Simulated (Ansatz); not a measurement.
Mulliken charges of C₃H₄ClFO, SMILES `FC1(Cl)COC1` from r2SCAN/def2-TZVPP in Ansatz (PBE0-D4/def2-TZVP geometry).

```csv
atom,x (Å),y (Å),z (Å),charge (e)
F1,-0.310,-1.793,0.447,-0.190
C2,0.310,-0.605,0.247,0.298
Cl3,2.007,-0.780,0.702,-0.138
C4,0.038,0.033,-1.112,0.086
O5,-0.600,1.151,-0.482,-0.336
C6,-0.424,0.600,0.829,0.086
H7,-0.651,-0.555,-1.726,0.050
H8,0.919,0.322,-1.687,0.047
H9,-1.372,0.330,1.304,0.050
H10,0.165,1.248,1.480,0.047
```

Problem. By hand: the dipole of these point charges (1 e Å = 4.8032 D).

Solution. Σ q r = (-0.007, -0.002, -0.001) e Å, of length 0.007 e Å = 0.03 D.

Problem. How does the dipole of the full density compare? (Best estimate.)

Solution. The calculation gave: (-0.061, 0.059, -0.032) e Å, 0.44 D; the point charges give 0.07 times that, at 59° from its direction.

Point charges leave out the atoms' own dipoles, such as those of lone pairs, and Mulliken's split depends on the basis, so the two needn't agree.
